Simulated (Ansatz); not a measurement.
**BH4+ (singlet): wave-function methods side by side, aug-cc-pVDZ**

How much of the correlation energy of BH4+ (singlet) does each wave-function method recover here?

Method: aug-cc-pVDZ, core rule «outside noble gas», up to 1 orbitals frozen; program: Ansatz 0.2.0, Gaussian basis.

To be run: UHF; CCSD(T) on RHF; BCCD(T) on RHF; CISD; CCSDT(Q) on RHF; CCSDTQ on RHF; CASSCF and MRCISD+Q, 6 electrons in 8 orbitals; CASSCF and MRCISD+Q(relaxed), 6 electrons in 8 orbitals; CASSCF and NEVPT2, 6 electrons in 8 orbitals; Full CI.

1 further run of the same task is left out (set aside as unsound or not needed).

## 1. The system

The geometry is a PBE0/def2-TZVP stationary point (not a proven minimum).

5 atoms, charge 1, spin multiplicity 1.

Atoms are counted from 1 here; the program's logs count them from 0.

Bond lengths: B1–H2 1.210 Å, B1–H3 1.210 Å, B1–H4 1.210 Å, B1–H5 1.210 Å. Angles: H2–B1–H3 90.0°, H2–B1–H4 90.0°, H2–B1–H5 180.0°, H3–B1–H4 180.0°, H3–B1–H5 90.0°, H4–B1–H5 90.0°.

Geometry (Å):

```xyz
5
BH4
B     0.0000    0.0000    0.0000
H    -0.0156    0.8614    0.8498
H    -0.0213   -0.8500    0.8612
H     0.0213    0.8500   -0.8612
H     0.0156   -0.8614   -0.8498
```

## 2. UHF

Input file in.yaml:

```yaml
crystal:
  periodic: [false, false, false]
  atoms:
    - {symbol: B, position_ang: [0.000000, 0.000000, 0.000000]}
    - {symbol: H, position_ang: [-0.015583, 0.861426, 0.849833]}
    - {symbol: H, position_ang: [-0.021323, -0.849967, 0.861171]}
    - {symbol: H, position_ang: [0.021323, 0.849967, -0.861171]}
    - {symbol: H, position_ang: [0.015583, -0.861426, -0.849833]}
basis:
  gaussian: {orbitals: aug-cc-pVDZ}
total_charge: 1
magnetization: {spin_polarized: true, initial_magnetization: 0}
hamiltonian: {xc: hf}
output: {orbitals: {seedname: orbitals}}
```

The run is started by

```sh
> ansatz run in.yaml --threads 1 --pin off --events-out ev --progress --plain --max-ram 4096MiB --backend cpu
```

The runs that follow: CCSD(T) on RHF; BCCD(T) on RHF; CISD; CCSDT(Q) on RHF; CCSDTQ on RHF; CASSCF and MRCISD+Q, 6 electrons in 8 orbitals; CASSCF and MRCISD+Q(relaxed), 6 electrons in 8 orbitals; CASSCF and NEVPT2, 6 electrons in 8 orbitals; Full CI.

Q: Predict the results of all the runs planned. Wanted: FCI below the RHF energy; RMP2 from FCI; RCCSD from FCI; RCCSD(T) from FCI; RCCSDT(Q) from FCI; NEVPT2 valence from FCI; MRCISD+Q valence from FCI; MRCISD+Q(relaxed) valence from FCI; T1 diagnostic.

**Answer**, as computed:

| quantity | value |
| --- | --- |
| FCI below the RHF energy | -3.8093 eV |
| RMP2 from FCI | +18.65 kcal/mol |
| RCCSD from FCI | +2.39 kcal/mol |
| RCCSD(T) from FCI | +0.50 kcal/mol |
| RCCSDT(Q) from FCI | +0.02 kcal/mol |
| NEVPT2 valence from FCI | +9.85 kcal/mol |
| MRCISD+Q valence from FCI | -0.04 kcal/mol |
| MRCISD+Q(relaxed) valence from FCI | -0.45 kcal/mol |
| levels within 1 kcal/mol (43 meV) | RCCSD(T), BCCD(T), RCCSDT, RCCSDT(Q), RCCSDTQ, MRCISD+Q valence, MRCISD+Q(relaxed) valence |
| T1 diagnostic | 0.007 |
| effectively unpaired electrons | 0.06 |

RCCSD(T) lands +0.50 kcal/mol from the yardstick (0.6 % of the correlation energy). MRCISD+Q(relaxed) valence falls below full CI: the +Q correction isn't variational, and the cores differ from full CI's. One determinant dominates. Of the multireference levels listed MRCISD+Q valence comes nearest in total energy (-0.04 kcal/mol), which doesn't show that its space is the better one. These misses are within one basis, not against nature.
